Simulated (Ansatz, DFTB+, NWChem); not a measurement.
# Loss of CH4: C2H6S → CH2S + CH4

Gas-phase species: C2H6S (ethanethiol) `CCS`, singlet; CH2S (methanethial) `C=S`, singlet; CH4 (methane) `C`, singlet. This is a balance of energies; it says nothing on the path, which may need atoms to shift.

Shapes, held fixed at every level: PBE0-D4/def2-TZVP. Flexible molecules stand in one conformer, not always the lowest. Programs: Ansatz 0.2.0, DFTB+ 25.1, NWChem 7.3.0. The zero-point and thermal change to 298 K, harmonic and unscaled (PBE0-D4/def2-TZVP), is -8.8 kJ/mol.

| level | kind | ΔH(298 K) (kJ/mol) |
| --- | --- | --- |
| DFTB2 | semi-empirical | +80.1 |
| HF/STO-3G | Hartree–Fock | +195.8 |
| HF/3-21G | Hartree–Fock | +79.0 |
| HF/def2-SVP | Hartree–Fock | +91.1 |
| B3LYP/6-31G* (spherical functions) | global hybrid | +77.7 |
| PBE0/def2-SVP | global hybrid | +116.4 |

PBE0/def2-SVP gives ΔH(298 K) = +116.4 kJ/mol; the levels span +77.7 to +195.8. The median of the levels is +85.6. No measured value is set beside it here. PBE0/def2-SVP lies outside the range of the other correlated levels here, so it shouldn't be taken on trust. Rows in sets without polarisation functions are far from converged.
